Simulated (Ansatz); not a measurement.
Run this with Ansatz 0.2.0 through its Python package and show what comes out.

Script `cas.py`:
```python
'''Active-space calculation on BClH2.'''

import ansatz

system = (
    ansatz.Crystal.molecule()
    .atom('B', [-0.104, -0.0078, -0.0595])
    .atom('Cl', [1.4417, -0.3917, 0.7414])
    .atom('H', [-1.1714, -0.5398, 0.2112])
    .atom('H', [-0.1108, 0.879, -0.9134])
)

base = (
    system.calculation()
    .basis(gaussian='def2-SVP')
    .correlation(active_electrons=4, active_orbitals=5)
)
for method in [None, 'sc_nevpt2']:
    r = (base if method is None else base.correlation(method)).run(threads=1).report
    space = r['configurations']
    state = space['states'][0]
    print(method or 'casscf', f'total {r["free_energy_ev"] / 27.211386246:.6f} Ha, active-space state {state["energy"]["hartree"]:.6f} Ha, mean field {r["reference_energy_ev"] / 27.211386246:.6f} Ha')
    print('  determinants', state['n_determinants'], ' natural occupations', [round(n, 3) for n in space['natural_occupations']])
```

```console
$ python cas.py
casscf total -485.242679 Ha, active-space state -485.242679 Ha, mean field -485.202344 Ha
  determinants 100  natural occupations [1.98, 1.976, 0.021, 0.018, 0.006]
sc_nevpt2 total -485.421786 Ha, active-space state -485.242536 Ha, mean field -485.202344 Ha
  determinants 100  natural occupations [1.98, 1.976, 0.021, 0.018, 0.006]
```

Caveats:
- Total energies depend on the basis set; only differences at equal settings carry meaning.
- The geometry is a force-field or estimated start, not a minimum of this method, and the basis set is short of its limit. The active space starts as a window about the frontier orbitals and is then optimised, not chosen by chemistry.
- Wall time of the script: 3 s on 1 thread of Arm Neoverse V1, with other jobs on the host, peak memory 0.14 GiB.

(Lines on the test bed's own set-up are left out of the output.)
